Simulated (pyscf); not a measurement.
Single points on ωB97X-D3(BJ)/def2-SVP structures (PySCF, gas phase). Correlated levels are frozen-core, on RHF or UHF. ΔMP2 is the change of the MP2 total energy from the triple- to the quadruple-zeta basis.

Task: H₂Se (SMILES [SeH2]) + F–GeH₃ (SMILES [F][GeH3]) -> H₃Ge–SeH (SMILES [GeH3][SeH]) + HF (SMILES F)
Surface: singlet. Broken: H–Se, F–Ge. Formed: Ge–Se, F–H. Give ΔE‡ and ΔE from CCSD(T)/def2-TZVPP + ΔMP2(QZVPP), relative to the separated reactants.

Result: ΔE‡ = 126.6 kJ/mol, ΔE = -5.1 kJ/mol. Zero-point energy shifts the barrier by +2.7 kJ/mol. It is a four-centre exchange, with an imaginary mode of 579i cm⁻¹. On the product side the descent ends in a complex, 26.5 kJ/mol under the separated species and 147.7 kJ/mol under the saddle at ωB97X-D3(BJ)/def2-TZVP. At ωB97X-D3(BJ) the barrier from the zero used here is 111.3 kJ/mol. This is the saddle that the search found; another between the same sides may lie lower. The CCSD(T) − MP2 part came from Ansatz, without density fitting, on the same reference. The frozen core leaves the outer d or s,p core shells of the metals and heavy elements correlated in the MP2 and CC values, and def2-TZVPP describes them poorly, which can shift differences by a few kcal/mol. Elements up to Kr have no core potential and no relativistic terms here.
